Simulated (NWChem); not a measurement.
System meant: BeH, doublet; SMILES [BeH]

Input file for NWChem:

```
start job
memory heap 200 mb stack 900 mb global 1100 mb
geometry units angstroms noautoz
  Be     0.000000     0.000000     0.281297
  H      0.000000     0.000000    -1.068599
end
basis spherical
  Be library def2-svp
  H library def2-svp
end
dft
  odft
  mult 3
  xc pbe0
  iterations 150
  mulliken
end
task dft energy
```

End of the output:

```
 ==============================================================================
                                internuclear distances
 ------------------------------------------------------------------------------
       center one      |      center two      | atomic units |  angstroms
 ------------------------------------------------------------------------------
    2 H                |   1 Be               |     2.55093  |     1.34990
 ------------------------------------------------------------------------------
                         number of included internuclear distances:          1
 ==============================================================================

 Summary of "ao basis" -> "" (spherical)
 ------------------------------------------------------------------------------
       Tag                 Description            Shells   Functions and Types
 ---------------- ------------------------------  ------  ---------------------
 Be                         def2-svp                 5        9   3s2p
 H                          def2-svp                 3        5   2s1p

                                 NWChem DFT Module
                                 -----------------

 Summary of "ao basis" -> "ao basis" (spherical)
 ------------------------------------------------------------------------------
       Tag                 Description            Shells   Functions and Types
 ---------------- ------------------------------  ------  ---------------------
 Be                         def2-svp                 5        9   3s2p
 H                          def2-svp                 3        5   2s1p

      Symmetry analysis of basis
      --------------------------

        a1          8
        a2          0
        b1          0
        b2          0
        e           6

  number of electrons :                    5
  multiplicity        :                    3
 ------------------------------------------------------------------------
  no. of electrons and multiplicity not compatible                   5
 ------------------------------------------------------------------------
 ------------------------------------------------------------------------
  current input line :
    18: task dft energy
 ------------------------------------------------------------------------
 ------------------------------------------------------------------------
 There is an error in the input file
 ------------------------------------------------------------------------
 For more information see the NWChem manual at https://nwchemgit.github.io

0: no. of electrons and multiplicity not compatible:Received an Error in Communication
```

Task: What is wrong, and how is it mended?

Result: The program refused the input. Cause: the multiplicity doesn't fit the number of electrons (an even count wants an odd multiplicity, and the reverse). This input runs:
```
start job
memory heap 200 mb stack 900 mb global 1100 mb
geometry units angstroms noautoz
  Be     0.000000     0.000000     0.281297
  H      0.000000     0.000000    -1.068599
end
basis spherical
  Be library def2-svp
  H library def2-svp
end
dft
  odft
  mult 2
  xc pbe0
  iterations 150
  mulliken
end
task dft energy
```
It converges to -15.20798 Ha (PBE0/def2-SVP, spin-unrestricted).
